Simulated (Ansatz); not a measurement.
Geometry optimisation, Ansatz, UKS PBE0-D4/def2-SVP.

input.yaml

```yaml
crystal:
  periodic: [false, false, false]
  atoms:
    - { symbol: Si, position_ang: [0.003398, 0.0, -0.074211] }
    - { symbol: Cl, position_ang: [0.037296, 0.0, 2.037348] }
    - { symbol: H, position_ang: [1.416317, 0.0, -0.555512] }
    - { symbol: H, position_ang: [-0.713608, 1.229427, -0.523694] }
    - { symbol: H, position_ang: [-0.713608, -1.229427, -0.523694] }
    - { symbol: H, position_ang: [-0.028396, 0.0, 4.611164] }
magnetization:
  spin_polarized: true
  initial_magnetization: 1
basis:
  gaussian: { orbitals: def2-SVP }
hamiltonian:
  xc: pbe0
  dispersion: d4
relax:
  f_tol: 0.03
  max_steps: 50
```

Command:

```bash
$ ansatz run input.yaml --threads 1 --pin off --max-ram 2048MiB --backend cpu --events-out ev --progress --plain --runs-dir out
```

Where does it end, and by what steps?

The forces met the threshold. The force dipped under the threshold on the way, but the program's further checks kept it going. After 7 steps the energy has fallen by 0.052 eV; H6 moved furthest, 0.66 Å.

```csv
step,energy less start (eV),largest force component (eV/Å),accepted
0,0.0000,0.785,yes
1,-0.0222,0.272,yes
2,-0.0395,0.085,yes
3,-0.0435,0.068,yes
4,-0.0494,0.050,yes
5,-0.0512,0.020,yes
6,-0.0519,0.011,yes
7,-0.0520,0.015,yes
```

```xyz
6
Properties=species:S:1:pos:R:3
Si 0.005 0.000 -0.184
Cl 0.046 0.000 1.883
H 1.405 0.000 -0.693
H -0.708 1.220 -0.654
H -0.708 -1.220 -0.654
H -0.039 0.000 5.273
```

Whether the end is a true minimum wasn't checked by a vibrational analysis.

Time of the run: 15 s on 1 thread of Arm Neoverse V2, on a shared host, peak memory 0.13 GiB.
